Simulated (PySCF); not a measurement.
Core-level binding energies of `c1cs[cH+]s1`

Compound: C3H3S2 (charge +1).
SMILES with atom numbers: `[cH:1]1[cH:2][s:3][cH+:4][s:5]1`

Structure used (PBE0-D3(BJ)/def2-SVP), in Å, numbered top down from 1:
```xyz
8
C3H3S2 angstrom
C     -1.0109    0.2391   -0.4102
C     -0.1211   -0.6381   -0.9452
S      1.3677   -0.7932   -0.1099
C      0.9990    0.3114    1.0886
S     -0.4992    1.0476    1.0121
H     -2.0041    0.4590   -0.8123
H     -0.2840   -1.2361   -1.8458
H      1.7090    0.5434    1.8898
```

Level of theory: PySCF 2.14.0, delta-SCF UKS SCAN, pcX-2 on the ionised atom, pcseg-1 elsewhere, spin-free X2C. Each binding energy is the total energy of the core-ionised species, with the hole localised on one atom, minus that of the ground state; both are solved self-consistently, so orbital relaxation is included.

Question: What binding energy does each computed site have?

Answer: 
```tsv
atom(s)	bonded to	level	binding energy (eV)	above the level's lowest (eV)	count
C1/C2	S (aromatic in the SMILES), C (aromatic in the SMILES) and H	C 1s	297.25	0.00	2
S3/S5	2 C (aromatic in the SMILES)	S 1s	2484.90	0.00	2
C4	2 S (aromatic in the SMILES) and H	C 1s	297.90	+0.65	1
```

The listed C 1s values span 0.65 eV, from C1/C2 (bonded to S (aromatic in the SMILES), C (aromatic in the SMILES) and H) to C4 (bonded to 2 S (aromatic in the SMILES) and H). Summing the Pauling electronegativity differences to the bonded atoms, each weighted by its formal bond order, gives -0.30 for the lowest site and -0.26 for the highest.

Question: Give the binding energy of S 1s of S3/S5 in hartree and in kJ/mol.

Answer: 2484.90 eV = 91.3184 Eh = 239756 kJ/mol.

Question: What is the longest wavelength that can ionise S 1s of S3/S5 vertically?

Answer: λ = hc/E = 12398.42 eV Å / 2484.90 eV = 4.990 Å.

Atoms equivalent by their bonding share one computed value, that of the first of them. Not every level is listed. The species carries charge +1, so core ionisation leaves charge +2. Isolated species at its PBE0-D3(BJ)/def2-SVP geometry, gas phase.
